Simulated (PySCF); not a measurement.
Delta-SCF ions had no search for a lower state. Excitations are Tamm–Dancoff values on a coarser integration grid. The basis has no diffuse functions, so Rydberg states are missing or too high.

Cartesian coordinates (Å):
SMILES: C(=O)C=O
```xyz
6

O      1.3427    -0.2601    -1.0551
C      0.7586    -0.0589    -0.0231
C     -0.7586     0.0590     0.0231
O     -1.3427     0.2601     1.0551
H      1.2633     0.0552     0.9599
H     -1.2633    -0.0551    -0.9599
```
Charge 0, spin multiplicity 1.

Q: Predict the dipole moment, HOMO–LUMO gap, vertical ionisation energy (Delta-SCF), total energy and T1 excitation (TDA) from PySCF with r2SCAN-D4/def2-TZVP.

A: 
* **dipole moment**: 0.00 D
* **HOMO–LUMO gap**: 2.40 eV
* **vertical ionisation energy (Delta-SCF)**: 10.07 eV
* **total energy**: -227.7960 Ha
* **T1 excitation (TDA)**: 1.86 eV
